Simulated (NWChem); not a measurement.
Molecule: chloromethane (CH3Cl); SMILES CCl

```xyz
5

C      0.0000     0.0000    -1.1109
Cl     0.0000     0.0000     0.6644
H      0.7330     0.7330    -1.4701
H      0.2683    -1.0013    -1.4701
H     -1.0013     0.2683    -1.4701
```
Atoms are numbered in this order, from 1.

All runs use the structure optimised with PBE0/def2-SVP.

Question: List the 4 lowest vertical singlet excitations from Hartree-Fock/6-31G* (spherical d), CIS (NWChem).

Answer: 
```json
[
 {"state": "S1", "energy (eV)": "8.71", "oscillator strength": "0.000", "leading excitation (squared amplitude)": "HOMO → LUMO (0.86)"},
 {"state": "S2", "energy (eV)": "8.71", "oscillator strength": "0.000", "leading excitation (squared amplitude)": "HOMO−1 → LUMO (0.86)"},
 {"state": "S3", "energy (eV)": "12.41", "oscillator strength": "0.056", "leading excitation (squared amplitude)": "HOMO → LUMO+1 (0.79)"},
 {"state": "S4", "energy (eV)": "12.41", "oscillator strength": "0.056", "leading excitation (squared amplitude)": "HOMO−1 → LUMO+1 (0.79)"}
]
```
